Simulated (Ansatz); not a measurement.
**Na2F: from a trial structure to a relaxed crystal**

Computed with DFT PBE, scalar-relativistic, plane waves, PAW in Ansatz 0.2.0. Cutoff 420 eV, Γ-centred k mesh, Gaussian smearing, no spin polarisation in the final step.

Na2F was placed on the 3R molybdenite structure type (R3m, No. 160), with F in place of Mo, Na in place of S, at a guessed volume.

```
Na F
1.0
     1.53588    0.88674    5.94668
    -1.53588    0.88674    5.94668
     0.00000   -1.77348    5.94668
Na F
2 1
Direct
  0.74840 0.74840 0.74840
  0.58490 0.58490 0.58490
  0.00000 0.00000 0.00000
```

Cell and atoms relax at zero pressure; the relaxation can't lower the symmetry of the start. After a coarse first stage the cell is made exact in the group found at 0.06 Å.

The zero of energy is the elements' standard structures at the same level (F₂ as a molecule); no fitted shifts are applied.

Describe the relaxed structure.

It keeps R3m (No. 160). The result has the 3R molybdenite structure. Conventional cell: a = 3.371 Å, c = 18.246 Å. Na on Wyckoff site a (1 atom of the primitive cell) has 3 F at 2.42 Å; around Na on Wyckoff site a (1 atom of the primitive cell) lie 3 F at 2.41 Å; F is coordinated by 6 Na at 2.41–2.42 Å.

```cif
data_structure
_symmetry_space_group_name_H-M 'R3m:H'
_symmetry_Int_Tables_number 160
_cell_length_a 3.3712
_cell_length_b 3.3712
_cell_length_c 18.2455
_cell_angle_alpha 90.000
_cell_angle_beta 90.000
_cell_angle_gamma 120.000
_cell_volume 179.58
loop_
_atom_site_label
_atom_site_type_symbol
_atom_site_symmetry_multiplicity
_atom_site_Wyckoff_symbol
_atom_site_fract_x
_atom_site_fract_y
_atom_site_fract_z
_atom_site_occupancy
Na1 Na 3 a 0.00000 0.00000 0.25480 1
Na2 Na 3 a 0.33333 0.66667 0.07845 1
F1 F 3 a 0.00000 0.00000 0.00013 1
```

What are its volume, energy, density and gap?

The volume per atom is 19.95 Å³, the density is 1.80 g/cm³ and the energy over the elements is -1.68 eV/atom. The gap on the 18×18×18 mesh is 0 eV (a metal).

The final run used a 18×18×18 mesh on its 3-atom cell and 0.10 eV smearing. The k mesh leaves about 4 meV/atom of noise in metals. Symmetry constrained the relaxation, so the result can be a saddle point. The steps took of the order of 2.3 core-minutes in all.